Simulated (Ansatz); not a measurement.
A nudged elastic band was laid between two geometries of CH5Al + H3P (11 atoms, charge 0, multiplicity 1).

The calculation used RKS PBE0/6-31G* in Ansatz 0.2.0.

```
movable images  : 5
climbing image  : yes
spring          : 5.0 eV/Å²
optimiser       : quadratic models (default)
start path      : through a guess of the saddle point
force threshold : 0.03 eV/Å
iteration limit : 60
end points      : relaxed
```

Image 0:

```xyz
11
Properties=species:S:1:pos:R:3
Al 0.021 -0.089 0.421
C 0.031 0.472 2.304
H -0.908 0.241 2.821
H 0.855 0.030 2.875
H 0.159 1.563 2.360
H 1.392 -0.388 -0.347
H -1.336 -0.071 -0.425
P -0.325 -3.438 0.830
H -0.831 -2.861 -0.367
H 1.024 -3.099 0.543
H -0.563 -2.273 1.621
```

Image 6:

```xyz
11
Properties=species:S:1:pos:R:3
Al 0.137 -0.873 -0.078
C -0.131 0.261 2.744
H -0.839 0.497 3.541
H 0.882 0.533 3.045
H -0.415 0.840 1.858
H 1.618 -0.297 0.013
H -1.083 0.034 -0.555
P -0.252 -3.122 0.420
H -1.131 -3.356 -0.674
H 0.910 -3.610 -0.241
H -0.178 -0.820 2.564
```

(1) Which bonds break or form, and what moves?

(2) What energy profile does the band end with?

(3) What is the geometry of the highest image?

(4) What are the harmonic wavenumbers there?

## Answers

(1) Bonds broken: Al1–C2, P8–H11. Bonds formed: Al1–P8, C2–H11. CH5Al + H3P becomes AlH4P + CH4.

(2) The run converged. The highest image is number 2 of 0 to 6, 23.9 kcal/mol above the first end and 39.7 kcal/mol above the last; the last end lies 15.8 kcal/mol below the first. A vibrational analysis at the climbing image gives one clearly imaginary mode, 1266i cm⁻¹: a first-order saddle point. The orbitals stay closed-shell, which can raise the energy where a bond breaks towards radicals; this wasn't checked here.

| image | path coordinate (Å) | energy (kcal/mol) | Al1–C2 (Å) | P8–H11 (Å) | Al1–P8 (Å) |
| --- | --- | --- | --- | --- | --- |
| 0 | 0.00 | 0.0 | 1.96 | 1.43 | 3.39 |
| 1 | 0.91 | 1.4 | 1.97 | 1.44 | 3.15 |
| 2 | 1.83 | 23.9 | 2.11 | 1.76 | 2.62 |
| 3 | 2.51 | -3.3 | 2.45 | 2.22 | 2.39 |
| 4 | 3.19 | -13.9 | 2.75 | 2.60 | 2.35 |
| 5 | 3.87 | -15.7 | 2.98 | 3.03 | 2.34 |
| 6 | 4.55 | -15.8 | 3.05 | 3.15 | 2.34 |

(3) 
```xyz
11
Properties=species:S:1:pos:R:3
Al 0.073 -0.450 0.255
C -0.079 0.097 2.290
H -1.024 -0.011 2.832
H 0.756 -0.119 2.965
H 0.002 1.163 2.024
H 1.572 -0.268 -0.230
H -1.260 -0.048 -0.504
P -0.206 -2.933 1.048
H -1.127 -2.934 -0.033
H 0.962 -3.096 0.258
H -0.150 -1.314 1.730
```

(4) 1266i, 81, 103, 247, 320, 363, 433, 487, 498, 550, 684, 717, 720, 823, 1120, 1153, 1267, 1481, 1502, 1715, 1948, 1966, 2450, 2472, 3037, 3134, 3184 cm⁻¹.

The run took 4.6 min on 1 thread of Arm Neoverse V2, with other jobs on the host, peak memory 0.14 GiB.
